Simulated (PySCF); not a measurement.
Gas-phase reaction: AlH2Cl + 2 CH2 = Al(CH3)2Cl

Method: PySCF energies plus ideal-gas RRHO corrections (1 bar). † marks an energy on the PBE0/def2-TZVP geometry and frequencies. MP2 freezes the core. Open shells (unrestricted): CH2 (multiplicity 3); the rest are closed-shell singlets. AlH2Cl, Al(CH3)2Cl: computed as isolated molecules; such fragments, hydroxides, amides, oligomers or adducts are transient or little studied in the gas. MP2 isn't extrapolated to the basis-set limit.

ωB97M-V/def2-TZVP† gives ΔH°(298 K) = -924 kJ.

What do ωB97X-V/def2-TZVP†, MP2/def2-TZVPP†, BLYP/def2-TZVP† give?

ωB97X-V/def2-TZVP†: -933 kJ; MP2/def2-TZVPP†: -923 kJ; BLYP/def2-TZVP†: -880 kJ. For scale, ΔH°(298 K) is -924 kJ at this level, -933 kJ at ωB97X-V/def2-TZVP†, and runs from -1060 to -609 kJ over the 19 levels computed.
